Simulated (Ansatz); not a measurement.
# AlH₅NS+ (SMILES [NH2][AlH][SH2+]): single points off equilibrium

An exercise on one series of results from a longer session: the logs are not shown, and one member is left open.

Method: single points in def2-TZVPP; program: Ansatz 0.2.0, Gaussian basis.

Cores are frozen in the correlated methods.

## The system as given

8 atoms, charge 1, spin multiplicity 1.

Atoms are counted from 1 here; the program's logs count them from 0.

Bond lengths: N1–Al2 1.747 Å, N1–H4 1.093 Å, N1–H5 0.951 Å, Al2–S3 2.293 Å, Al2–H6 1.497 Å, S3–H7 1.418 Å, S3–H8 1.374 Å. Angles: Al2–N1–H4 122.0°, Al2–N1–H5 128.8°, H4–N1–H5 109.1°, N1–Al2–S3 110.2°, N1–Al2–H6 150.5°, S3–Al2–H6 99.3°, Al2–S3–H7 99.9°, Al2–S3–H8 102.0°, H7–S3–H8 83.9°.

Coordinates:

```csv
atom,x (Å),y (Å),z (Å)
N1,-1.0410,0.9702,-1.1026
Al2,-0.0377,0.6571,0.2932
S3,0.7415,-1.4992,0.2408
H4,-1.3741,0.1698,-1.7677
H5,-1.4340,1.7897,-1.3819
H6,0.5800,1.1051,1.5814
H7,2.1192,-1.2668,0.4809
H8,0.7186,-1.8427,1.5713
```

The first run:

File run/in.yaml:

```yaml
crystal:
  periodic: [false, false, false]
  atoms:
    - {symbol: N, position_ang: [-1.041000, 0.970200, -1.102600]}
    - {symbol: Al, position_ang: [-0.037700, 0.657100, 0.293200]}
    - {symbol: S, position_ang: [0.741500, -1.499200, 0.240800]}
    - {symbol: H, position_ang: [-1.374100, 0.169800, -1.767700]}
    - {symbol: H, position_ang: [-1.434000, 1.789700, -1.381900]}
    - {symbol: H, position_ang: [0.580000, 1.105100, 1.581400]}
    - {symbol: H, position_ang: [2.119200, -1.266800, 0.480900]}
    - {symbol: H, position_ang: [0.718600, -1.842700, 1.571300]}
basis:
  gaussian: {orbitals: def2-TZVPP}
total_charge: 1
correlation: {method: ccsd_t}
output: {forces: true}
```

The run is started by

```bash
$ ansatz run in.yaml --threads 4 --pin off --events-out ev --progress --plain --max-ram 5222MiB
```

Steps of the session up to this table: CCSD(T)/def2-TZVPP; PBE0-D4/def2-TZVPP; wB97M-V/def2-TZVPP; r2SCAN-D4/def2-TZVPP; PBE-D4/def2-TZVPP; r2SCAN0-D4/def2-TZVPP; LC-wPBE/def2-TZVPP.

One of the session's tables, all rows but one given; the rest of the session is left out.

```
    method  RMS force component (eV/Å)  angle to CCSD(T) forces (°)
   CCSD(T)                       1.544                    reference
   PBE0-D4                       1.552                          2.8
   wB97M-V                       1.548                          1.7
 r2SCAN-D4                           ?                            ?
    PBE-D4                       1.512                          7.1
r2SCAN0-D4                       1.562                          4.0
   LC-wPBE                       1.593                          3.6
```

Q: Estimate the row for r2SCAN-D4 from the others.

**Answer.** RMS force component (eV/Å): 1.523; angle to CCSD(T) forces (°): 2.7. In the column «RMS force component (eV/Å)» it lies between PBE-D4 (1.512) and CCSD(T) (1.544).

Limits of these values: CCSD(T) in triple zeta still lacks some correlation energy of the bonds, so part of these gaps is its own basis error and they don't rank the functionals.
